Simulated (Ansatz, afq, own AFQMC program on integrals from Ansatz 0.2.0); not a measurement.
Two steps: Ansatz 0.2.0 writes the Fock matrix and Cholesky factors of the valence space, and afq projects on them the lowest state that overlaps trial and start.

```yaml
crystal:
  periodic: [false, false, false]
  atoms:
    - {symbol: Si, position_ang: [0.000000, 0.000000, 1.249328]}
    - {symbol: Al, position_ang: [0.000000, 0.000000, -1.159384]}
    - {symbol: H, position_ang: [0.000000, 1.405470, -1.888034]}
    - {symbol: H, position_ang: [0.000000, -1.405470, -1.888034]}
basis:
  gaussian: {orbitals: cc-pVDZ}
magnetization: {spin_polarized: true, initial_magnetization: 3}
correlation: {method: ccsd_t, electrons: outside_noble_gas, hamiltonian_folder: ham}
```

```sh
$ ansatz run in.yaml --threads 1 --pin off --events-out ev --progress --plain --max-ram 1382MiB
```

afq runs on the folder ham with

```
--method phaseless --trial hf --walkers 120 --populations 1 --least-time 40 --time-step 0.005 --steps-per-block 20 --equilibration-blocks 112 --max-blocks 600 --target-error 0.00108 --factor-cut 1e-05 --start spin_pure --seed 6682 --taylor-order 6
```

Times are imaginary, in 1/Eh. The walk had a cap of 1002 s.

Output of the walk:

```
orbitals 36  electrons 6 3  factors 266 of 451
reference energy -531.92926082 Eh
CCSD correlation -0.14976516 Eh in 11 cycles, weight of the determinant in the CISD state 0.8797
energy of the start -531.929303 Eh
 block  time / (1/Eh)  mean weight  energy / Eh
     1     0.100  1.0016  -531.950033
     2     0.200  0.9998  -531.968683
     3     0.300  1.0014  -531.983470
     4     0.400  1.0008  -531.994772
     5     0.500  1.0010  -532.003247
    10     1.000  1.0001  -532.040785
    66     6.600  0.9995  -532.087425
   131    13.100  0.9998  -532.084966
   157    15.700  1.0009  -532.110793
   196    19.600  1.0008  -532.074558
   261    26.100  0.9996  -532.081478
   326    32.600  0.9991  -532.088707
   391    39.100  0.9999  -532.081190
   404    40.400  1.0000  -532.071215
   456    45.600  0.9984  -532.095006
   521    52.100  0.9989  -532.082188
   534    53.400  0.9994  -532.088545
blocks merged  error / Eh  count
     1  0.000475  430
     2  0.000639  215
     4  0.000839  107
     8  0.001068  53
    16  0.001066  26
    32  0.001182  13
energy -532.086206 +/- 0.001068 Eh
(rows thinned)
```

The run passed its tests (sampling time, drift between the halves within three errors, error under three times the target), which doesn't prove that it has relaxed.

Against this walk (error 29.1 meV) on the same determinant: CCSD(T) 85.1 meV higher, CCSDT(Q) 46.5 meV higher (within the noise). The error is statistical and leaves out the bias of the constraint.

Cautions: constraint bias not in the error; lower spins were not checked.

The walk took 3.1 min on 1 thread of Arm Neoverse V1, on a shared host. The log's last line is the phaseless energy.

CCSDT and higher add their correlation energy to the determinant of the CCSD(T) run, since their own runs factorise the integrals more tightly (a shift of under 2 meV). A walk keeps the symmetry of its determinant, which the program's search chose and which needn't be the lowest solution, so a lower state of the same spin and another symmetry isn't excluded.
